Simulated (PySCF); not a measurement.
Process, species as SMILES: Cl[C]Cl (closed-shell singlet) + 3 [H][H] (H2) → C (CH4) + 2 Cl (HCl)
B3LYP-D3(BJ)/def2-TZVP geometries, fixed; electronic energies without zero-point terms.

Basis-set convergence of the energy of full hydrogenation at PBE with PySCF. All functions are spherical. Density fitting with generated auxiliary sets. No added dispersion term, no relativity. Functions are those of the species that has most. Reference: the value in def2-QZVPPD, -124.77 kcal/mol, itself unsure by roughly 0.02 kcal/mol (its mean distance from pcseg-3, def2-QZVPP, cc-pV(Q+d)Z). Deviations are taken from unrounded values. Cost is core time over that of def2-SVP, rough, on shared machines of one kind.

```json
[
 {"basis": "def2-SVP", "functions": "50", "energy of full hydrogenation (kcal/mol)": "-128.02", "minus reference (kcal/mol)": "-3.26", "cost": "1×"},
 {"basis": "pcseg-1", "functions": "50", "energy of full hydrogenation (kcal/mol)": "-129.37", "minus reference (kcal/mol)": "-4.60", "cost": "1×"},
 {"basis": "aug-cc-pV(D+d)Z", "functions": "87", "energy of full hydrogenation (kcal/mol)": "-127.36", "minus reference (kcal/mol)": "-2.59", "cost": "2×"},
 {"basis": "6-311++G(2d,2p)", "functions": "97", "energy of full hydrogenation (kcal/mol)": "-126.62", "minus reference (kcal/mol)": "-1.85", "cost": "2×"},
 {"basis": "def2-TZVPPD", "functions": "139", "energy of full hydrogenation (kcal/mol)": "-125.17", "minus reference (kcal/mol)": "-0.40", "cost": "3×"},
 {"basis": "aug-pcseg-2", "functions": "146", "energy of full hydrogenation (kcal/mol)": "-125.40", "minus reference (kcal/mol)": "-0.63", "cost": "3×"},
 {"basis": "aug-cc-pV(T+d)Z", "functions": "156", "energy of full hydrogenation (kcal/mol)": "-125.15", "minus reference (kcal/mol)": "-0.38", "cost": "3×"},
 {"basis": "cc-pV(Q+d)Z", "functions": "183", "energy of full hydrogenation (kcal/mol)": "-124.77", "minus reference (kcal/mol)": "0.00", "cost": "5×"},
 {"basis": "pcseg-3", "functions": "192", "energy of full hydrogenation (kcal/mol)": "-124.82", "minus reference (kcal/mol)": "-0.05", "cost": "6×"}
]
```

The smallest set listed that lies within 1 kcal/mol of the reference with all its larger relatives (same family, alike in diffuse functions; a set with none counts only in the reference's own line) is def2-TZVPPD (139 functions, 3× in cost, -0.40 kcal/mol off). Inside, with no larger relative to test it: aug-pcseg-2, aug-cc-pV(T+d)Z, cc-pV(Q+d)Z, pcseg-3. (Relatives not listed, tested too: def2-QZVPPD 0.00 kcal/mol.)
